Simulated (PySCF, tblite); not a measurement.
# SO3: protonation

Aim: compute the protonation of SO3 (`O=S(=O)=O`).

Computed with tblite 0.8.0 and PySCF 2.14.0 and routines of our own; the level stands in each step. Atoms count from 0.

## Step 1: The system as given

4 atoms, charge 0, multiplicity 1; geometry from: start built from the parent or by distance geometry.

## Step 2: Optimising the geometry with GFN2-xTB

What the job is given:

```
{"job": {"kind": "relax", "xc": "GFN2-xTB", "basis": "xTB"}, "charge": 0, "multiplicity": 1}
O     -0.647600    -1.171100    -0.023000
S     -0.024900     0.008600     0.029300
O     -0.639700     1.165800    -0.014500
O      1.332700     0.006200    -0.037600
```

Command:

```console
$ OMP_NUM_THREADS=1 python redox_run.py task.json out
```

One launch serves the whole session: the jobs run in the order shown.

The program printed:

```text
step      E/eV     max force
  0    -418.16847    9.705
  1    -418.81552    5.470
  2    -418.98150    2.166
  3    -419.05226    0.821
  4    -419.05879    0.700
  5    -419.06385    0.313
  6    -419.06682    0.193
  7    -419.06770    0.078
  8    -419.06774    0.011
  9    -419.06774    0.003
```

Run time: 0.03 s. Hardware: 1 thread of Arm Neoverse V1, shared host.

Relaxation path:

```tsv
step	energy from step 0 (eV)	largest force (eV/Å)
0	0.0000	9.7050
1	-0.6470	5.4698
2	-0.8130	2.1655
3	-0.8838	0.8211
4	-0.8903	0.7002
5	-0.8954	0.3129
6	-0.8983	0.1926
7	-0.8992	0.0776
8	-0.8993	0.0110
9	-0.8993	0.0028
```

Close pairs (by a distance rule), those that changed most:

```tsv
bond	before (Å)	after (Å)	change (Å)
S1–O2	1.311	1.418	+0.107
O0–S1	1.335	1.418	+0.083
S1–O3	1.359	1.418	+0.059
```

The final coordinates are the input of the step that follows.

## Step 3: Infrared spectrum with GFN2-xTB

What the job is given:

```
{"job": {"kind": "ir", "xc": "GFN2-xTB", "basis": "xTB"}, "charge": 0, "multiplicity": 1}
O     -0.703351    -1.225769    -0.009251
S      0.005188     0.002390    -0.011311
O     -0.704397     1.229912    -0.000749
O      1.423028     0.003013    -0.024398
```

The program printed:

```text
mode    cm-1     km/mol
  1     389.1    191.46
  2     479.4     91.73
  3     479.4     91.75
  4    1032.6      0.00
  5    1310.8    422.14
  6    1310.9    422.02
ZPE 29.920  H(298)-E 42.077  G(298)-E -35.169 kJ/mol  S 259.08 J/(mol K)
```

It took 0.07 s on 1 thread of Arm Neoverse V1, shared host.

Which atoms move in the most intense modes:

```tsv
cm⁻¹	km/mol	atoms
389	191.5	S1 60 %, O3 13 %, O2 13 %, O0 13 %
479	91.8	O2 39 %, O0 36 %, S1 16 %
479	91.7	O3 47 %, O0 20 %, O2 18 %, S1 16 %
1311	422.1	S1 44 %, O2 31 %, O0 25 %
1311	422.0	S1 44 %, O3 37 %, O0 12 %
```

## Step 4: Geometry optimisation at PBE0-D3(BJ)/def2-SVP

What the job is given:

```
{"job": {"xc": "PBE0", "basis": "def2-SVP", "d3": "d3bj", "grid": 1, "kind": "geom"}, "charge": 0, "multiplicity": 1}
O     -0.703351    -1.225769    -0.009251
S      0.005188     0.002390    -0.011311
O     -0.704397     1.229912    -0.000749
O      1.423028     0.003013    -0.024398
```

The program printed:

```text
step   0  E = -623.08926536  max force = 0.034004
step   1  E = -623.09140030  max force = 0.005547
step   2  E = -623.09147464  max force = 0.000462
step   3  E = -623.09147623  max force = 0.000075
optimisation converged
```

It took 3.4 s on 1 thread of Arm Neoverse V1, shared host.

The steps of the relaxation:

```tsv
step	energy from step 0 (eV)	largest force component (eV/Å)
0	0.0000	1.7486
1	-0.0581	0.2852
2	-0.0601	0.0238
3	-0.0602	0.0039
```

Close pairs (by a distance rule), those that changed most:

```tsv
bond	before (Å)	after (Å)	change (Å)
O0–S1	1.418	1.442	+0.024
S1–O2	1.418	1.442	+0.024
S1–O3	1.418	1.442	+0.024
```

The next job starts from the end point, and lists it.

```tsv
at the end point	value
point group (found at 0.08 Å tolerance)	D3h
rotational constants (GHz, main isotopes)	10.139, 10.131, 5.068
dipole moment (D)	0.00
```

## Step 5: Harmonic vibrations (SO₃): PBE0-D3(BJ)/def2-SVP

What the job is given:

```
{"job": {"xc": "PBE0", "basis": "def2-SVP", "d3": "d3bj", "grid": 2, "kind": "hessian"}, "charge": 0, "multiplicity": 1}
O     -0.713664    -1.246596    -0.010042
S      0.005970     0.002644    -0.011390
O     -0.715234     1.250851     0.006538
O      1.447370     0.003688    -0.030500
```

The program printed:

```text
coarse grid: 4888 points
cycle   1  E = -622.7348528110  dE =  1.381e+00  |g| = 1.184e+00  |ddm| = 2.837e+00
cycle   2  E = -622.2521996041  dE =  4.827e-01  |g| = 2.007e+00  |ddm| = 2.449e+00
cycle   3  E = -623.0085632349  dE = -7.564e-01  |g| = 3.072e-02  |ddm| = 1.577e+00
cycle   4  E = -623.0087195124  dE = -1.563e-04  |g| = 1.471e-02  |ddm| = 4.162e-02
cycle   5  E = -623.0087675456  dE = -4.803e-05  |g| = 1.604e-03  |ddm| = 1.612e-02
cycle   6  E = -623.0087680297  dE = -4.841e-07  |g| = 1.378e-04  |ddm| = 1.323e-03
final grid: 45376 points
cycle   7  E = -623.0916192321  dE = -1.232e-05  |g| = 5.309e-03  |ddm| = 1.755e-02
cycle   8  E = -623.0916177332  dE =  1.499e-06  |g| = 6.096e-03  |ddm| = 7.793e-03
cycle   9  E = -623.0916239780  dE = -6.245e-06  |g| = 1.382e-03  |ddm| = 4.812e-03
cycle  10  E = -623.0916243546  dE = -3.766e-07  |g| = 2.842e-04  |ddm| = 1.316e-03
cycle  11  E = -623.0916243682  dE = -1.359e-08  |g| = 1.140e-04  |ddm| = 2.885e-04
cycle  12  E = -623.0916243708  dE = -2.601e-09  |g| = 3.572e-06  |ddm| = 8.353e-05
cycle  13  E = -623.0916243708  dE = -3.638e-12  |g| = 2.109e-07  |ddm| = 7.017e-06
converged SCF energy = -623.0916243708

mode    cm-1
  1     485.5
  2     511.1
  3     511.3
  4    1077.1
  5    1412.6
  6    1412.9
ZPE 32.362  H(298)-E 44.138  G(298)-E -32.603 kJ/mol  S 257.39 J/(mol K)
```

It took 13 s on 1 thread of Arm Neoverse V1, shared host; peak memory 0.8 GiB.

Zero-point energy 32.36 kJ/mol (xTB gave 29.92).

## Step 6: Single point (SO₃): wB97X-D3(BJ)/def2-TZVP

Geometry: PBE0-D3(BJ)/def2-SVP.

What the job is given:

```
{"job": {"kind": "sp", "xc": "wB97X", "basis": "def2-TZVP", "d3": "d3bj", "grid": 2}, "charge": 0, "multiplicity": 1}
O     -0.713664    -1.246596    -0.010042
S      0.005970     0.002644    -0.011390
O     -0.715234     1.250851     0.006538
O      1.447370     0.003688    -0.030500
```

The program printed:

```text
coarse grid: 4888 points
cycle   1  E = -623.7057328909  dE =  1.313e+00  |g| = 1.155e+00  |ddm| = 2.311e+00
cycle   2  E = -623.5807166311  dE =  1.250e-01  |g| = 1.531e+00  |ddm| = 1.427e+00
cycle   3  E = -623.9533399370  dE = -3.726e-01  |g| = 3.599e-02  |ddm| = 7.755e-01
cycle   4  E = -623.9535873075  dE = -2.474e-04  |g| = 8.975e-03  |ddm| = 3.127e-02
cycle   5  E = -623.9536075811  dE = -2.027e-05  |g| = 2.199e-03  |ddm| = 9.043e-03
cycle   6  E = -623.9536091605  dE = -1.579e-06  |g| = 6.674e-04  |ddm| = 2.520e-03
final grid: 45376 points
cycle   7  E = -623.9665441892  dE = -1.832e-05  |g| = 4.581e-03  |ddm| = 1.297e-02
cycle   8  E = -623.9665444025  dE = -2.134e-07  |g| = 4.104e-03  |ddm| = 3.495e-03
cycle   9  E = -623.9665468050  dE = -2.402e-06  |g| = 7.588e-04  |ddm| = 1.982e-03
cycle  10  E = -623.9665468965  dE = -9.154e-08  |g| = 7.390e-05  |ddm| = 4.931e-04
cycle  11  E = -623.9665468976  dE = -1.094e-09  |g| = 5.217e-05  |ddm| = 7.234e-05
converged SCF energy = -623.9665468976
```

It took 2 s on 1 thread of Arm Neoverse V1, shared host; peak memory 0.47 GiB.

## Step 7: Relaxing the molecule with GFN2-xTB

This step treats HSO₃+, `O=[S+](=O)O`.

What the job is given:

```
{"job": {"kind": "relax", "xc": "GFN2-xTB", "basis": "xTB"}, "charge": 1, "multiplicity": 1}
O     -0.697400    -1.252700    -0.015300
S     -0.004800     0.011300    -0.034400
O     -0.697800     1.243200     0.009700
O      1.444900     0.018300    -0.051100
H     -1.116200    -1.569900     0.849000
```

The program printed:

```text
step      E/eV     max force
  0    -418.45717    7.126
  1    -418.67324    4.242
  2    -418.81390    1.837
  3    -418.82838    1.772
  4    -418.85903    0.589
  5    -418.88581    0.499
  6    -418.91155    0.668
  7    -418.93465    0.480
  8    -418.95615    0.664
  9    -418.98903    1.206
 10    -419.03096    1.276
 11    -419.07397    1.002
 12    -419.05682    1.564
 13    -419.09596    0.380
 14    -419.10098    0.372
 15    -419.12765    0.481
 16    -419.13383    0.290
 17    -419.13989    0.276
 18    -419.14306    0.225
 19    -419.14656    0.221
 20    -419.14882    0.169
 21    -419.14968    0.093
 22    -419.14991    0.048
 23    -419.15000    0.044
 24    -419.15010    0.034
 25    -419.15015    0.019
 26    -419.15016    0.005
```

Run time: 0.25 s. Hardware: 1 thread of Arm Neoverse V1, shared host.

The steps of the relaxation: (the energy doesn't fall at every step)

```tsv
step	energy from step 0 (eV)	largest force (eV/Å)
0	0.0000	7.1262
1	-0.2161	4.2419
2	-0.3567	1.8367
3	-0.3712	1.7716
4	-0.4019	0.5891
5	-0.4286	0.4988
6	-0.4544	0.6680
7	-0.4775	0.4801
8	-0.4990	0.6644
9	-0.5319	1.2065
10	-0.5738	1.2759
11	-0.6168	1.0020
12	-0.5996	1.5639
13	-0.6388	0.3796
14	-0.6438	0.3721
15	-0.6705	0.4811
16	-0.6767	0.2904
17	-0.6827	0.2757
18	-0.6859	0.2247
19	-0.6894	0.2207
20	-0.6916	0.1693
21	-0.6925	0.0928
22	-0.6927	0.0479
23	-0.6928	0.0438
24	-0.6929	0.0342
25	-0.6930	0.0185
26	-0.6930	0.0046
```

Close pairs (by a distance rule), those that changed most:

```tsv
bond	before (Å)	after (Å)	change (Å)
O0–S1	1.441	1.521	+0.080
S1–O3	1.450	1.386	-0.064
O0–H4	1.011	0.975	-0.036
S1–O2	1.414	1.393	-0.021
```

The final coordinates are the input of the step that follows.

## Step 8: Harmonic vibrations with GFN2-xTB

What the job is given:

```
{"job": {"kind": "ir", "xc": "GFN2-xTB", "basis": "xTB"}, "charge": 1, "multiplicity": 1}
O     -0.470331    -1.289295     0.369709
S      0.109666     0.073496     0.023471
O     -0.790507     1.136516     0.012580
O      1.471300     0.054681    -0.234239
H     -1.391436    -1.525175     0.586360
```

The program printed:

```text
mode    cm-1     km/mol
  1     342.5    139.92
  2     379.2     29.64
  3     429.2    128.16
  4     520.8    262.56
  5     780.5    286.64
  6     861.6    123.31
  7    1193.3    210.88
  8    1445.4    314.88
  9    3327.8    288.31
ZPE 55.509  H(298)-E 68.998  G(298)-E -14.980 kJ/mol  S 281.66 J/(mol K)
```

It took 0.09 s on 1 thread of Arm Neoverse V1, shared host.

The strongest bands and the atoms that carry them (share of the mass-weighted mode):

```tsv
cm⁻¹	km/mol	atoms
342	139.9	S1 59 %, O3 17 %, O2 15 %
429	128.2	O3 36 %, O2 35 %, S1 17 %, O0 11 %
521	262.6	H4 87 %, O0 11 %
780	286.6	H4 69 %, O0 25 %
862	123.3	O0 56 %, S1 18 %, O3 10 %
1193	210.9	O2 39 %, O3 32 %, S1 25 %
1445	314.9	S1 46 %, O3 30 %, O2 24 %
3328	288.3	H4 94 %
```

## Step 9: Geometry optimisation at PBE0-D3(BJ)/def2-SVP

This step treats HSO3+, `O=[S+](=O)O`.

What the job is given:

```
{"job": {"xc": "PBE0", "basis": "def2-SVP", "d3": "d3bj", "grid": 1, "kind": "geom"}, "charge": 1, "multiplicity": 1}
O     -0.470331    -1.289295     0.369709
S      0.109666     0.073496     0.023471
O     -0.790507     1.136516     0.012580
O      1.471300     0.054681    -0.234239
H     -1.391436    -1.525175     0.586360
```

The program printed:

```text
step   0  E = -623.32662821  max force = 0.044689
step   1  E = -623.33200216  max force = 0.016645
step   2  E = -623.33255516  max force = 0.002769
step   3  E = -623.33260023  max force = 0.000600
step   4  E = -623.33259930  max force = 0.001132
step   5  E = -623.33260429  max force = 0.000546
step   6  E = -623.33260603  max force = 0.000264
optimisation converged
```

Run time: 7.1 s. Hardware: 1 thread of Arm Neoverse V1, shared host.

Relaxation path:

```tsv
step	energy from step 0 (eV)	largest force component (eV/Å)
0	0.0000	2.2980
1	-0.1462	0.8559
2	-0.1613	0.1424
3	-0.1625	0.0309
4	-0.1625	0.0582
5	-0.1626	0.0281
6	-0.1627	0.0136
```

Distances of close pairs at the start and the end, largest changes first:

```tsv
bond	before (Å)	after (Å)	change (Å)
S1–O3	1.386	1.414	+0.028
S1–O2	1.393	1.419	+0.026
O0–S1	1.521	1.537	+0.016
O0–H4	0.975	0.989	+0.014
```

The final coordinates are the input of the step that follows.

```tsv
at the end point	value
point group (found at 0.08 Å tolerance)	Cs
rotational constants (GHz, main isotopes)	9.871, 9.265, 4.779
```

## Step 10: Harmonic vibrations (HSO₃+): PBE0-D3(BJ)/def2-SVP

What the job is given:

```
{"job": {"xc": "PBE0", "basis": "def2-SVP", "d3": "d3bj", "grid": 2, "kind": "hessian"}, "charge": 1, "multiplicity": 1}
O     -0.395172    -1.328339     0.460473
S      0.094269     0.047685    -0.018518
O     -0.881088     1.077483    -0.051193
O      1.469566     0.020330    -0.343867
H     -1.353117    -1.373126     0.702886
```

The program printed:

```text
coarse grid: 5504 points
cycle   1  E = -622.9788633195  dE =  1.814e+00  |g| = 1.136e+00  |ddm| = 2.921e+00
cycle   2  E = -622.3170807866  dE =  6.618e-01  |g| = 2.194e+00  |ddm| = 2.694e+00
cycle   3  E = -623.2318183294  dE = -9.147e-01  |g| = 3.098e-01  |ddm| = 1.827e+00
cycle   4  E = -623.2477061176  dE = -1.589e-02  |g| = 1.305e-01  |ddm| = 3.085e-01
cycle   5  E = -623.2508226342  dE = -3.117e-03  |g| = 3.219e-02  |ddm| = 9.417e-02
cycle   6  E = -623.2509884786  dE = -1.658e-04  |g| = 1.492e-02  |ddm| = 3.155e-02
cycle   7  E = -623.2510324950  dE = -4.402e-05  |g| = 1.230e-03  |ddm| = 1.053e-02
cycle   8  E = -623.2510328633  dE = -3.683e-07  |g| = 2.788e-04  |ddm| = 1.585e-03
final grid: 50744 points
cycle   9  E = -623.3325402555  dE = -1.735e-05  |g| = 4.961e-03  |ddm| = 1.841e-02
cycle  10  E = -623.3325384303  dE =  1.825e-06  |g| = 5.932e-03  |ddm| = 7.270e-03
cycle  11  E = -623.3325443088  dE = -5.879e-06  |g| = 1.483e-03  |ddm| = 4.712e-03
cycle  12  E = -623.3325447262  dE = -4.174e-07  |g| = 3.910e-04  |ddm| = 1.402e-03
cycle  13  E = -623.3325447536  dE = -2.737e-08  |g| = 1.028e-04  |ddm| = 3.355e-04
cycle  14  E = -623.3325447551  dE = -1.568e-09  |g| = 5.770e-05  |ddm| = 1.002e-04
cycle  15  E = -623.3325447558  dE = -6.486e-10  |g| = 1.285e-05  |ddm| = 4.806e-05
cycle  16  E = -623.3325447558  dE = -3.695e-11  |g| = 6.614e-07  |ddm| = 1.031e-05
converged SCF energy = -623.3325447558

mode    cm-1
  1     435.2
  2     437.3
  3     472.0
  4     516.6
  5     939.9
  6    1089.1
  7    1281.8
  8    1564.2
  9    3583.1
ZPE 61.723  H(298)-E 74.520  G(298)-E -8.413 kJ/mol  S 278.16 J/(mol K)
```

Run time: 19 s. Hardware: 1 thread of Arm Neoverse V1, shared host; peak memory 0.88 GiB.

Zero-point energy 61.72 kJ/mol (xTB gave 55.51).

## Step 11: Single point (HSO₃+): wB97X-D3(BJ)/def2-TZVP

Geometry: PBE0-D3(BJ)/def2-SVP.

What the job is given:

```
{"job": {"kind": "sp", "xc": "wB97X", "basis": "def2-TZVP", "d3": "d3bj", "grid": 2}, "charge": 1, "multiplicity": 1}
O     -0.395172    -1.328339     0.460473
S      0.094269     0.047685    -0.018518
O     -0.881088     1.077483    -0.051193
O      1.469566     0.020330    -0.343867
H     -1.353117    -1.373126     0.702886
```

The program printed:

```text
coarse grid: 5504 points
cycle   1  E = -623.9304640563  dE =  1.793e+00  |g| = 1.126e+00  |ddm| = 2.338e+00
cycle   2  E = -623.7941016392  dE =  1.364e-01  |g| = 1.558e+00  |ddm| = 1.556e+00
cycle   3  E = -624.1883292493  dE = -3.942e-01  |g| = 1.338e-01  |ddm| = 8.413e-01
cycle   4  E = -624.1905903182  dE = -2.261e-03  |g| = 6.744e-02  |ddm| = 8.684e-02
cycle   5  E = -624.1913333811  dE = -7.431e-04  |g| = 1.491e-02  |ddm| = 3.586e-02
cycle   6  E = -624.1913748971  dE = -4.152e-05  |g| = 3.157e-03  |ddm| = 9.142e-03
cycle   7  E = -624.1913770097  dE = -2.113e-06  |g| = 2.676e-03  |ddm| = 3.227e-03
final grid: 50744 points
cycle   8  E = -624.2035266100  dE = -2.387e-05  |g| = 6.230e-03  |ddm| = 1.483e-02
cycle   9  E = -624.2035208163  dE =  5.794e-06  |g| = 8.422e-03  |ddm| = 6.146e-03
cycle  10  E = -624.2035324361  dE = -1.162e-05  |g| = 1.006e-03  |ddm| = 3.942e-03
cycle  11  E = -624.2035325960  dE = -1.599e-07  |g| = 3.110e-04  |ddm| = 5.380e-04
cycle  12  E = -624.2035326141  dE = -1.814e-08  |g| = 1.199e-04  |ddm| = 2.330e-04
cycle  13  E = -624.2035326181  dE = -3.966e-09  |g| = 3.460e-05  |ddm| = 9.311e-05
converged SCF energy = -624.2035326181
```

Wall time 2.5 s (1 thread of Arm Neoverse V1, shared host); peak memory 0.51 GiB.

## Step 12: Single point (SO₃): wB97X-D3(BJ)/def2-TZVP in benzonitrile

Geometry: PBE0-D3(BJ)/def2-SVP.

What the job is given:

```
{"job": {"kind": "sp", "xc": "wB97X", "basis": "def2-TZVP", "d3": "d3bj", "grid": 2, "solvent": "benzonitrile"}, "charge": 0, "multiplicity": 1}
O     -0.713664    -1.246596    -0.010042
S      0.005970     0.002644    -0.011390
O     -0.715234     1.250851     0.006538
O      1.447370     0.003688    -0.030500
```

The program printed:

```text
final grid: 45376 points
cycle   1  E = -623.9726263477  dE = -2.761e-04  |g| = 2.872e-02  |ddm| = 7.220e-02
cycle   2  E = -623.9725955533  dE =  3.079e-05  |g| = 3.315e-02  |ddm| = 3.556e-02
cycle   3  E = -623.9727703063  dE = -1.748e-04  |g| = 1.741e-03  |ddm| = 1.686e-02
cycle   4  E = -623.9727710184  dE = -7.121e-07  |g| = 5.212e-04  |ddm| = 2.776e-03
cycle   5  E = -623.9727711129  dE = -9.447e-08  |g| = 8.981e-05  |ddm| = 1.429e-03
cycle   6  E = -623.9727711146  dE = -1.694e-09  |g| = 2.080e-05  |ddm| = 1.234e-04
converged SCF energy = -623.9727711146
```

Run time: 1.7 s. Hardware: 1 thread of Arm Neoverse V1, shared host; peak memory 0.48 GiB.

## Step 13: Single point (HSO3+): wB97X-D3(BJ)/def2-TZVP in benzonitrile

Geometry: PBE0-D3(BJ)/def2-SVP.

What the job is given:

```
{"job": {"kind": "sp", "xc": "wB97X", "basis": "def2-TZVP", "d3": "d3bj", "grid": 2, "solvent": "benzonitrile"}, "charge": 1, "multiplicity": 1}
O     -0.395172    -1.328339     0.460473
S      0.094269     0.047685    -0.018518
O     -0.881088     1.077483    -0.051193
O      1.469566     0.020330    -0.343867
H     -1.353117    -1.373126     0.702886
```

The program printed:

```text
final grid: 50744 points
cycle   1  E = -624.3191760432  dE = -1.410e-03  |g| = 5.896e-02  |ddm| = 1.364e-01
cycle   2  E = -624.3188743631  dE =  3.017e-04  |g| = 7.508e-02  |ddm| = 6.678e-02
cycle   3  E = -624.3197900464  dE = -9.157e-04  |g| = 4.748e-03  |ddm| = 3.695e-02
cycle   4  E = -624.3197954711  dE = -5.425e-06  |g| = 2.628e-03  |ddm| = 6.048e-03
cycle   5  E = -624.3197970129  dE = -1.542e-06  |g| = 1.065e-03  |ddm| = 2.749e-03
cycle   6  E = -624.3197972651  dE = -2.522e-07  |g| = 2.544e-04  |ddm| = 1.014e-03
cycle   7  E = -624.3197972805  dE = -1.545e-08  |g| = 1.336e-04  |ddm| = 2.187e-04
cycle   8  E = -624.3197972867  dE = -6.209e-09  |g| = 3.256e-05  |ddm| = 1.608e-04
converged SCF energy = -624.3197972867
```

Wall time 2.4 s (1 thread of Arm Neoverse V1, shared host); peak memory 0.52 GiB.

## Step 14: Protonation: wB97X-D3(BJ)/def2-TZVP

This step combines the energies above: geometries from PBE0-D3(BJ)/def2-SVP, zero-point and thermal terms from PBE0-D3(BJ)/def2-SVP.

What the job is given:

```
{"job": {"kind": "pa", "geom": {"xc": "PBE0", "basis": "def2-SVP", "d3": "d3bj", "grid": 1}, "hess": 1, "level": {"xc": "wB97X", "basis": "def2-TZVP", "d3": "d3bj", "solvents": ["benzonitrile"]}}, "charge": 0, "multiplicity": 1}
O     -0.713664    -1.246596    -0.010042
S      0.005970     0.002644    -0.011390
O     -0.715234     1.250851     0.006538
O      1.447370     0.003688    -0.030500
```

Output (the driver's rows laid out field by field):

```text
protonation site by site, wB97X-D3(BJ)/def2-TZVP // PBE0-D3(BJ)/def2-SVP

row 1
  formula                 HO3S
  charge                  1
  multiplicity            1
  smiles                  O=[S+](=O)O
  kept                    yes
  pieces                  1
  point_group             Cs
  atom                    0
  element                 O
  electronic              622.21
  enthalpy                598.02
  free_energy             571.73
  solution                benzonitrile 860.64
  share_gas               1.0
  share_solution          benzonitrile 1.0
```

It took 51 s on 1 thread of Arm Neoverse V1, shared host; peak memory 0.52 GiB.

Energy given off on adding a proton (kJ/mol, gas phase, 298 K for the thermal columns):

```tsv
site	product	electronic	enthalpy	free energy
O0	O=[S+](=O)O	622.2	598.0	571.7
```

Free energies in a continuum (kJ/mol, same sign; the bare proton is left unsolvated, so these are no solution acidities or basicities): benzonitrile: O0 860.6.

## Step 15: Single point (SO₃): wB97X-D3(BJ)/def2-SVP

Geometry: PBE0-D3(BJ)/def2-SVP.

What the job is given:

```
{"job": {"kind": "sp", "xc": "wB97X", "basis": "def2-SVP", "d3": "d3bj", "grid": 2, "scf": {"guess": "1e", "max_cycle": 100, "fallback": true}}, "charge": 0, "multiplicity": 1}
O     -0.713664    -1.246596    -0.010042
S      0.005970     0.002644    -0.011390
O     -0.715234     1.250851     0.006538
O      1.447370     0.003688    -0.030500
```

The program printed:

```text
final grid: 45376 points
cycle   1  E = -614.4127435627  dE = -1.931e+01  |g| = 6.628e+00  |ddm| = 1.521e+01
cycle   2  E = -606.2876564594  dE =  8.125e+00  |g| = 8.416e+00  |ddm| = 1.251e+01
cycle   3  E = -622.8768621923  dE = -1.659e+01  |g| = 1.700e+00  |ddm| = 1.101e+01
cycle   4  E = -623.4456914260  dE = -5.688e-01  |g| = 4.678e-01  |ddm| = 1.367e+00
cycle   5  E = -623.4847689817  dE = -3.908e-02  |g| = 7.220e-02  |ddm| = 3.899e-01
cycle   6  E = -623.4856891257  dE = -9.201e-04  |g| = 5.226e-02  |ddm| = 1.100e-01
cycle   7  E = -623.4861304798  dE = -4.414e-04  |g| = 2.142e-02  |ddm| = 3.939e-02
cycle   8  E = -623.4862225512  dE = -9.207e-05  |g| = 3.286e-03  |ddm| = 2.061e-02
cycle   9  E = -623.4862251985  dE = -2.647e-06  |g| = 3.452e-04  |ddm| = 5.189e-03
cycle  10  E = -623.4862252304  dE = -3.184e-08  |g| = 4.740e-05  |ddm| = 3.973e-04
cycle  11  E = -623.4862252319  dE = -1.552e-09  |g| = 8.428e-06  |ddm| = 1.169e-04
converged SCF energy = -623.4862252319
```

It took 1 s on 1 thread of Arm Neoverse V1, shared host.

[end of part 1 of 2]
